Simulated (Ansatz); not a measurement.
# Relaxing Na₂Li

Theory: DFT PBE, scalar-relativistic, plane waves, PAW in Ansatz 0.2.0. Cutoff 420 eV, Γ-centred k mesh, Gaussian smearing, no spin polarisation in the final step.

Na₂Li was placed on the quartz structure type (P3_221, No. 154), with Li in place of Si, Na in place of O, at a guessed volume.

```
Na Li
1.0
     5.96073    0.00000    0.00000
    -2.98036    5.16214    0.00000
     0.00000    0.00000    6.55715
Na Li
6 3
Direct
  0.41690 0.26590 0.11960
  0.73410 0.15100 0.78627
  0.84900 0.58310 0.45293
  0.26590 0.41690 0.88040
  0.15100 0.73410 0.21373
  0.58310 0.84900 0.54707
  0.46870 0.00000 0.66667
  0.00000 0.46870 0.33333
  0.53130 0.53130 0.00000
```

Cell and atoms relax at zero pressure; the relaxation can't lower the symmetry of the start. After a coarse first stage the cell is made exact in the group found at 0.06 Å.

Energies over the elements count from the elements' standard structures at the same level, with no empirical corrections.

**Question.** What does it relax into?

**Answer.** It keeps P3_221 (No. 154), but not the shape of the type it started on. Conventional cell: a = 7.317 Å, c = 6.232 Å. Na is coordinated by 1 Li at 3.11 Å, 4 Na at 3.29–3.56 Å, 1 Li at 3.37 Å and 1 Li at 3.60 Å (next Li at 3.92 Å); Li is coordinated by 2 Na at 3.11 Å, 2 Li at 3.36 Å, 2 Na at 3.37 Å, 2 Na at 3.60 Å and 2 Na at 3.92 Å.

```
Na Li
1.0
     7.31696    0.00000    0.00000
    -3.65848    6.33667    0.00000
     0.00000    0.00000    6.23172
Na Li
6 3
Direct
  0.44292 0.27646 0.21773
  0.72354 0.16646 0.88440
  0.83354 0.55708 0.55107
  0.27646 0.44292 0.78227
  0.16646 0.72354 0.11560
  0.55708 0.83354 0.44893
  0.20862 0.00000 0.66667
  0.00000 0.20862 0.33333
  0.79138 0.79138 0.00000
```

**Question.** What are its volume, energy, density and gap?

**Answer.** The volume per atom is 32.10 Å³ and the density is 0.91 g/cm³. The energy over the elements is 0.09 eV/atom. The gap on the 6×6×6 mesh is 0 eV (a metal).

The final run used a 6×6×6 mesh on its 9-atom cell and 0.10 eV smearing. The k mesh leaves about 4 meV/atom of noise in metals. A structure relaxed within its symmetry needn't be a true minimum.

Cost: 3 runs of about 3.9 core-minutes in all, on Intel Xeon 6975P-C (Granite Rapids) (shared hosts).